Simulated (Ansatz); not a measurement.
Input file:

```yaml
crystal:
  periodic: [false, false, false]
  atoms:
    - {symbol: N, position_ang: [0.000000, 0.000000, 0.592090]}
    - {symbol: C, position_ang: [0.000000, 0.000000, -0.508910]}
    - {symbol: H, position_ang: [0.000000, -0.937350, -1.081839]}
    - {symbol: H, position_ang: [0.000000, 0.937349, -1.081839]}
basis:
  gaussian: {orbitals: cc-pVDZ}
magnetization: {spin_polarized: false, initial_magnetization: 1}
correlation: {method: fic_mrcisd_q, electrons: outside_noble_gas, active_space: {window: {electrons: 11, orbitals: 10}, shells: [{species: C, l: s, shell: 2}, {species: C, l: p, shell: 2}, {species: H, l: s, shell: 1}, {species: "N", l: s, shell: 2}, {species: "N", l: p, shell: 2}]}}
```

```sh
$ ansatz run in.yaml --threads 1 --pin off --events-out ev --progress --plain --max-ram 2393MiB
```

(1) Roughly how long does this take on 1 thread of Intel Xeon 6975P-C, shared host, and how much host memory?

```
702 factors; integrals over basis functions are off by at most 2.1e-7 eV
mean field evaluation 1: about -2539.2817 eV, gradient 2.2e1 eV
mean field evaluation 2: about -2539.2839 eV, gradient 2.2e1 eV
mean field evaluation 4: about -2541.2209 eV, gradient 2.6e0 eV
mean field evaluation 8: about -2541.3053 eV, gradient 3.8e-4 eV
mean field -2541.30528064 eV, -93.3912465048 hartree, gradient 2.8e-6 eV, S^2 0.750000; 0 other end points of the search recorded, 0 dependent functions left out
reference -2541.30528064 eV, -93.3912465048 hartree; 8, 7 occupied and 30, 31 virtual orbitals, 702 factors
state -2544.38136766 eV, -93.5042906178 hartree
contracted CI cycle   1: correlation 0.00000000 eV, 0.0000000000 hartree, residual 2.13e1 eV
contracted CI cycle   2: correlation -4.49506245 eV, -0.1651904981 hartree, residual 3.84e0 eV
contracted CI cycle   3: correlation -4.64381501 eV, -0.1706570538 hartree, residual 7.38e-1 eV
contracted CI cycle   4: correlation -4.65004803 eV, -0.1708861132 hartree, residual 1.78e-1 eV
contracted CI cycle   5: correlation -4.65039715 eV, -0.1708989432 hartree, residual 4.23e-2 eV
contracted CI cycle   6: correlation -4.65041586 eV, -0.1708996307 hartree, residual 9.96e-3 eV
contracted CI cycle   7: correlation -4.65041686 eV, -0.1708996673 hartree, residual 2.31e-3 eV
contracted CI cycle   8: correlation -4.65041691 eV, -0.1708996692 hartree, residual 4.88e-4 eV
state -2544.38136766 eV, -93.5042906178 hartree; corrected -2549.28308600 eV, -93.6844254445 hartree
Total energy: -2549.28308600 eV, -93.6844254445 hartree
Checks for a lower state left out: starts, orbital_swaps
```

Natural occupations: 1.9950 1.9873 1.9780 1.9729 1.9481 1.0025 0.0553 0.0237 0.0231 0.0141.

For the same geometry and basis UCCSDT(Q) lies 22.3 meV lower.

Answers

(1) 7.5 s wall and 0.56 GiB.
